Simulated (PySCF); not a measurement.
**CH₄: from HF to coupled cluster**

How much do the numbers for CH₄ (singlet) hang on the method? All levels run at one geometry, the PBE0 minimum.

Program: PySCF 2.14.0. Level of theory: several methods, basis C def2-TZVP, H def2-TZVP, no relativity, density fitting. These are calculated values, not measurements.

## (1) The starting structure

5 atoms, charge 0, spin multiplicity 1.

Bond lengths: C1–H2 1.090 Å, C1–H3 1.090 Å, C1–H4 1.090 Å, C1–H5 1.090 Å. Angles: H2–C1–H3 109.5°, H2–C1–H4 109.5°, H2–C1–H5 109.5°, H3–C1–H4 109.5°, H3–C1–H5 109.5°, H4–C1–H5 109.5°.

```xyz
5
charge 0 multiplicity 1
C     0.0000    0.0000    0.0000
H    -0.6290   -0.6290    0.6290
H    -0.6290    0.6290   -0.6290
H     0.6290    0.6290    0.6290
H     0.6290   -0.6290   -0.6290
```

## (2) CCSD(T)

One driver script runs all steps and calls PySCF; scf.py shows the equivalent input of each level. Each SCF starts from the density of the minimum. The driver also runs the species with one electron less or more at the same geometry (one less: multiplicity 2); their logs are not shown.

The input, scf.py:

```python
from pyscf import gto, scf, dft
mol = gto.M(atom='''
C      0.000000    -0.000000     0.000000
H     -0.629030    -0.629030     0.629030
H     -0.629030     0.629030    -0.629030
H      0.629030     0.629030     0.629030
H      0.629030    -0.629030    -0.629030''',
    basis={'C': 'def2-TZVP', 'H': 'def2-TZVP'},
    charge=0, spin=0)
mf = scf.RHF(mol)
aux = {'C': 'def2-universal-JKFIT', 'H': 'def2-universal-JKFIT'}
mf = mf.density_fit(auxbasis=aux)
mf.conv_tol = 1e-08
mf.diis_space = 10
mf.max_cycle = 60
mf.verbose = 4
mf.kernel()
from pyscf import cc
mycc = cc.CCSD(mf, frozen=1).run()
mycc.ccsd_t()
```

Started as:

```console
$ OMP_NUM_THREADS=4 python axn.py task.json out
```

## (3) HF

Changes to scf.py since step 2:

```diff
@@ -18,3 +17,0 @@
-from pyscf import cc
-mycc = cc.CCSD(mf, frozen=1).run()
-mycc.ccsd_t()
```

## (4) PBE0

Changes to scf.py since step 3:

```diff
@@ -10 +10,2 @@
-mf = scf.RHF(mol)
+mf = dft.RKS(mol, xc='PBE0')
+mf.grids.atom_grid = (75, 302)
```

## (5) PBE

Changes to scf.py since step 4:

```diff
@@ -10 +10 @@
-mf = dft.RKS(mol, xc='PBE0')
+mf = dft.RKS(mol, xc='PBE')
```

## (6) B3LYP

Changes to scf.py since step 5:

```diff
@@ -10 +10 @@
-mf = dft.RKS(mol, xc='PBE')
+mf = dft.RKS(mol, xc='B3LYP')
```

## (7) r2SCAN

Changes to scf.py since step 6:

```diff
@@ -10,2 +10,2 @@
-mf = dft.RKS(mol, xc='B3LYP')
-mf.grids.atom_grid = (75, 302)
+mf = dft.RKS(mol, xc='R2SCAN')
+mf.grids.atom_grid = (90, 434)
```

## (8) wB97X

Changes to scf.py since step 7:

```diff
@@ -10,2 +10,2 @@
-mf = dft.RKS(mol, xc='R2SCAN')
-mf.grids.atom_grid = (90, 434)
+mf = dft.RKS(mol, xc='WB97X')
+mf.grids.atom_grid = (75, 302)
```

(Steps that only read results are left out.)

**Question.** What will these runs give? Wanted: atomisation energy, CCSD(T) in this basis; vertical ionisation energy, CCSD(T); orbital gap, range; T1, D1; T1, D1 of the cation.

The runs gave:

```
                                 quantity                         value
atomisation energy, CCSD(T) in this basis                   1699 kJ/mol
      vertical ionisation energy, CCSD(T)                      14.30 eV
                       orbital gap, range  10.36 (PBE) to 18.90 (HF) eV
                                   T1, D1                  0.008, 0.012
                     T1, D1 of the cation                  0.011, 0.022
```

In words: In atomisation energy the functionals lie from +45 kJ/mol (PBE0) to +58 kJ/mol (B3LYP) against CCSD(T). In a basis of this size CCSD(T) binds too weakly, often by tens of kJ/mol, while functionals are nearer their limits, so this ranks no functional. HF lacks the correlation that pairing electrons in bonds brings, so it binds too weakly, by 331 kJ/mol even against this CCSD(T). Against CCSD(T), the vertical ionisation energy is best met by wB97X (-0.13 eV) and worst by HF (-0.82 eV). CCSD(T) took 5.7 s, about 5 times as long as wB97X (1.1 s), which misses it by 0.13 eV. The PBE orbital energy is a poor guide to ionisation (9.4 eV, 4.9 eV too small); the difference of PBE energies gives 14.0 eV.
